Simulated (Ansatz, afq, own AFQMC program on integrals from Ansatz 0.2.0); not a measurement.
# SiH₄⁺, doublet in 6-31G, levels against full CI

```yaml
atoms:
  - { symbol: Si, position_ang: [0.0000, 0.0000, 0.0000] }
  - { symbol: H, position_ang: [-0.0112, 1.0909, 1.0838] }
  - { symbol: H, position_ang: [-0.0168, -1.0838, 1.0907] }
  - { symbol: H, position_ang: [0.0168, 1.0838, -1.0907] }
  - { symbol: H, position_ang: [0.0112, -1.0909, -1.0838] }
```

Basis 6-31G. Only valence electrons are correlated. Ansatz 0.2.0 and our own AFQMC program on the same integrals; the CISD trial comes from CCSD amplitudes, and released means the phaseless constraint is let go. Free AFQMC starts from the CCSD state and is never constrained. Its projection time is finite, and what remains of the start isn't in its error. ± is one standard error of the sampling.

Determinant: UHF, the one that the program's search chose, which needn't be the lowest solution. The geometry is a PBE0/def2-TZVP stationary point of this or a neighbouring charge and spin state.

Full CI on the same integrals is exact in this basis and with this determinant's frozen core.

Cautions: unrestricted determinant slightly spin contaminated (⟨S²⟩ 0.81 against 0.75); the ph-AFQMC/CISD walk drifts between its halves (2.6 errors).

- T1 diagnostic: 0.0171
- weight of the determinant in the CISD state: 0.933
- ⟨S²⟩ of the determinant: 0.814
- size of the correlated space: 7 electrons in 16 orbitals

```tsv
level	correlation energy (eV)
MP2	-1.3590
CCSD	-2.0554
CCSD(T)	-2.0844
```

(1) Estimate where phaseless AFQMC with the Hartree–Fock trial lies against CCSD(T) on the same integrals.

(1) 0.47 ± 0.30 kcal/mol above CCSD(T). The gap is under twice the noise, so this walk alone can't tell the two apart.

Reference: full CI, correlation energy -2.101 eV. The released energy is read at 2.40 1/Eh (meV from the phaseless value at times in 1/Eh: 2.4 ± 1.9 at 0.24, 2.9 ± 1.6 at 0.51, -2.7 ± 1.5 at 0.99, -2.9 ± 1.2 at 1.62, -1.8 ± 1.5 at 2.40).

| level | E − E(reference) (kcal/mol) | share of correlation (%) |
| --- | --- | --- |
| CCSD(T) | 0.38 | 99.21 |
| CCSDT | 0.01 | 99.98 |
| CCSDT(Q) | 0.00 | 100.00 |
| CCSDTQ | 0.00 | 100.00 |
| ph-AFQMC/HF | 0.85 ± 0.30 | 98.24 |
| ph-AFQMC/CISD | 0.07 ± 0.04 | 99.85 |
| released AFQMC | 0.03 ± 0.03 | 99.93 |
| free AFQMC | 0.01 ± 0.04 | 99.98 |

CCSDT and higher add their correlation energy to the determinant of the CCSD(T) run, since their own runs factorise the integrals more tightly (a shift of under 2 meV). Free projections are given only where their last times agree within the noise and don't stop above the reference; a slow remainder of the start can still hide under it. A walk keeps the symmetry of its determinant, which the program's search chose and which needn't be the lowest solution, so a lower state of the same spin and another symmetry isn't excluded. Released energies are given only where the last usable release times agree within the noise; a slower fall can still hide under it.
